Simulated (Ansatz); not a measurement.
Geometry optimisation, Ansatz, RHF/def2-SVP.

Input:

```yaml
crystal:
  periodic: [false, false, false]
  atoms:
    - { symbol: Al, position_ang: [0.192178, 0.063513, -0.109744] }
    - { symbol: Cl, position_ang: [0.857775, -0.405821, 1.902664] }
    - { symbol: H, position_ang: [1.651223, 0.398926, -0.474265] }
    - { symbol: "N", position_ang: [-1.416377, -0.002979, -0.793098] }
    - { symbol: H, position_ang: [-2.23939, -0.279621, -0.291962] }
    - { symbol: H, position_ang: [-1.653509, 0.225982, -1.739396] }
basis:
  gaussian: { orbitals: def2-SVP }
hamiltonian:
  xc: hf
relax:
  f_tol: 0.03
  max_steps: 50
output:
  orbitals: {}
```

Run as:

```bash
$ ansatz run input.yaml --threads 1 --pin off --max-ram 2048MiB --backend cpu --events-out ev --progress --plain --runs-dir out
```

Problem. Where does it end, and by what steps?

Solution. The run converged. After 5 steps the energy has fallen by 0.610 eV; H3 moved furthest, 0.41 Å.

```csv
step,energy less start (eV),largest force component (eV/Å),accepted
0,0.0000,1.536,yes
1,-0.4263,0.815,yes
2,-0.5928,0.643,yes
3,-0.4963,1.124,no
4,-0.6090,0.061,yes
5,-0.6102,0.020,yes
```

```xyz
6
Properties=species:S:1:pos:R:3
Al 0.301 0.053 -0.025
Cl 0.538 -0.483 2.005
H 1.545 0.493 -0.864
N -1.313 -0.010 -0.718
H -2.149 -0.283 -0.237
H -1.529 0.230 -1.667
```

Whether the end is a true minimum wasn't checked by a vibrational analysis.

Time of the run: 5.5 s on 1 thread of Arm Neoverse V1, on a shared host, peak memory 0.12 GiB.
